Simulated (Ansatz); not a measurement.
in.yaml

```yaml
crystal:
  periodic: [false, false, false]
  atoms:
    - {symbol: B, position_ang: [0.000000, -0.701083, 1.973570]}
    - {symbol: Ge, position_ang: [0.000000, 0.230190, 0.016910]}
    - {symbol: N, position_ang: [0.000000, -0.642108, -1.443243]}
    - {symbol: H, position_ang: [0.000000, -0.146599, -2.331019]}
basis:
  gaussian: {orbitals: cc-pVDZ}
magnetization: {spin_polarized: false, initial_magnetization: 1}
correlation: {method: fic_mrcisd_q, electrons: outside_noble_gas, active_space: {window: {electrons: 9, orbitals: 9}}}
```

```sh
$ ansatz run in.yaml --threads 1 --pin off --events-out ev --progress --plain --max-ram 2393MiB
```

(1) Roughly how long does this take on 1 thread of Intel Xeon 6975P-C, shared host, and how much host memory?

```
642 factors; integrals over basis functions are off by at most 1.2e-3 eV
mean field evaluation 1: about -58630.6077 eV, gradient 4.3e1 eV
mean field evaluation 2: about -58630.6436 eV, gradient 4.3e1 eV
mean field evaluation 4: about -58635.6898 eV, gradient 9.5e0 eV
mean field evaluation 8: about -58636.1476 eV, gradient 7.4e-1 eV
mean field evaluation 16: about -58636.1861 eV, gradient 2.3e-1 eV
mean field evaluation 32: about -58636.2005 eV, gradient 1.3e-4 eV
mean field evaluation 64: about -58635.8130 eV, gradient 1.2e-4 eV
mean field evaluation 96: about -58635.9840 eV, gradient 2.2e0 eV
mean field evaluation 128: about -58636.1863 eV, gradient 7.3e-1 eV
mean field evaluation 160: about -58635.9060 eV, gradient 9.2e-1 eV
...
mean field -58636.20049459 eV, -2154.8406231320 hartree, gradient 8.8e-6 eV, S^2 0.750000; 13 other end points of the search recorded, 0 dependent functions left out
reference -58636.20049459 eV, -2154.8406231320 hartree; 23, 22 occupied and 37, 38 virtual orbitals, 642 factors
state -58639.94195527 eV, -2154.9781192758 hartree
...
state -58639.94195527 eV, -2154.9781192758 hartree; corrected -58646.21017845 eV, -2155.2084722289 hartree
state -58639.82215407 eV, -2154.9737166631 hartree
...
state -58639.82215407 eV, -2154.9737166631 hartree; corrected -58646.20151117 eV, -2155.2081537124 hartree
state -58639.94195527 eV, -2154.9781192758 hartree; corrected -58646.21017845 eV, -2155.2084722289 hartree
state -58639.72726564 eV, -2154.9702295776 hartree
...
contracted CI cycle  11: correlation -5.79775498 eV, -0.2130635658 hartree, residual 1.23e-3 eV
state -58639.72726564 eV, -2154.9702295776 hartree; corrected -58646.17794620 eV, -2155.2072877156 hartree
state -58639.94195527 eV, -2154.9781192758 hartree; corrected -58646.21017845 eV, -2155.2084722289 hartree
state -58639.46999178 eV, -2154.9607749376 hartree
contracted CI cycle   1: correlation 0.00000000 eV, 0.0000000000 hartree, residual 2.18e1 eV
contracted CI cycle   2: correlation -5.88314325 eV, -0.2162015267 hartree, residual 4.01e0 eV
contracted CI cycle   3: correlation -6.11840299 eV, -0.2248471626 hartree, residual 1.02e0 eV
contracted CI cycle   4: correlation -6.13407351 eV, -0.2254230435 hartree, residual 2.86e-1 eV
contracted CI cycle   5: correlation -6.13536738 eV, -0.2254705924 hartree, residual 9.16e-2 eV
contracted CI cycle   6: correlation -6.13550509 eV, -0.2254756531 hartree, residual 3.11e-2 eV
contracted CI cycle   7: correlation -6.13552034 eV, -0.2254762136 hartree, residual 9.44e-3 eV
contracted CI cycle   8: correlation -6.13552179 eV, -0.2254762671 hartree, residual 3.14e-3 eV
contracted CI cycle   9: correlation -6.13552195 eV, -0.2254762727 hartree, residual 1.07e-3 eV
state -58639.46999178 eV, -2154.9607749376 hartree; corrected -58646.23825036 eV, -2155.2095038528 hartree
state -58639.46999178 eV, -2154.9607749376 hartree; corrected -58646.23825036 eV, -2155.2095038528 hartree
the orbitals are reached from a further start. From the first start the search ends at -58639.82197357 eV, -2154.9737100298 hartree
WARN: the results are in doubt because another end's mean lies 0.472 eV lower, and its corrected mean 0.028 eV higher
Total energy: -58646.23825036 eV, -2155.2095038528 hartree
In doubt: another end's mean lies 0.472 eV lower, and its corrected mean 0.028 eV higher
```

## Answers

(1) 52 s wall and 0.41 GiB.
